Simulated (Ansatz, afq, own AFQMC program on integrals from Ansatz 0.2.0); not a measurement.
**GeH2, triplet: AFQMC among the cluster methods**

```xyz
3

Ge    0.0000   -0.0208    0.0000
H     0.0000    0.7490   -1.3344
H     0.0000    0.7490    1.3344
```

Basis cc-pVTZ. Only valence electrons are correlated. Ansatz 0.2.0 and our own AFQMC program on the same integrals; the CISD trial comes from CCSD amplitudes, and released means the phaseless constraint is let go. Free projection: walkers drawn from exp(T), propagated without any constraint. Its projection time is finite, and what remains of the start isn't in its error. ± is one standard error of the sampling. No spin–orbit coupling.

Determinant: ROHF, the one that the program's search chose, which needn't be the lowest solution. The geometry is a PBE0/def2-TZVP stationary point of this or a neighbouring charge and spin state.

No full CI on the walks' own integrals is used here; CCSDT(Q) serves as the reference and is uncertain by about the last step of the cluster series.

Cautions: no relativity below Rb; no spin-orbit coupling; inner d shell frozen; lower spins were not checked.

- T1 diagnostic: 0.0206
- weight of the determinant in the CISD state: 0.931
- size of the correlated space: 6 electrons in 57 orbitals

Reference: CCSDT(Q), correlation energy -3.057 eV. The released energy is read at 2.40 1/Eh (meV from the phaseless value at times in 1/Eh: -1.4 ± 1.6 at 0.24, -1.5 ± 1.2 at 0.51, -2.2 ± 0.8 at 0.99, -3.4 ± 0.9 at 1.62, -3.1 ± 0.9 at 2.40).

| level | E − E(reference) (meV) | share of correlation (%) |
| --- | --- | --- |
| HF | 3057.5 | 0.00 |
| MP2 | 657.0 | 78.51 |
| CCSD | 98.8 | 96.77 |
| CCSD(T) | 20.1 | 99.34 |
| CCSDT | 1.6 | 99.95 |
| ph-AFQMC/HF | 18.8 ± 14.9 | 99.39 |
| ph-AFQMC/CISD | 2.8 ± 1.8 | 99.91 |
| released AFQMC | -0.3 ± 0.9 | 100.01 |
| free AFQMC | 0.2 ± 1.1 | 99.99 |

Free projections are given only where their last times agree within the noise and don't stop above the reference; a slow remainder of the start can still hide under it. A walk keeps the symmetry of its determinant, which the program's search chose and which needn't be the lowest solution, so a lower state of the same spin and another symmetry isn't excluded. Released energies are given only where the last usable release times agree within the noise; a slower fall can still hide under it.
